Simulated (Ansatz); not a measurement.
SiS2, relaxed as a singlet with RKS B3LYP-D4/def2-TZVP in Ansatz, starting from the GFN2-xTB geometry. Force threshold 0.02 eV/Å.

The structure comes from a short search, and lower isomers may exist.

Start:

```xyz
3

Si    0.000    0.000    0.000
S    -0.430    1.648    1.000
S     0.431   -1.648   -1.000
```

```json
{"step": "1", "energy (eV)": "-29551.8628", "largest force component (eV/Å)": "1.224", "SCF passes": "14"}
{"step": "2", "energy (eV)": "-29551.9307", "largest force component (eV/Å)": "0.309", "SCF passes": "20"}
{"step": "3", "energy (eV)": "-29551.9345", "largest force component (eV/Å)": "0.003", "SCF passes": "19"}
```

Force components are those of the run's own axes.

End:

```xyz
3

Si    0.000    0.000    0.000
S    -0.420    1.606    0.975
S     0.420   -1.607   -0.975
```

By distances, no bond broke or formed. The bond that changes most is Si1–S3, from 1.98 to 1.93 Å (atoms count from 1).

No frequencies were taken in this run, so the end may be a saddle point.

Hardware: 4 threads of Arm Neoverse V1 on a shared host. Wall time 2.1 s.
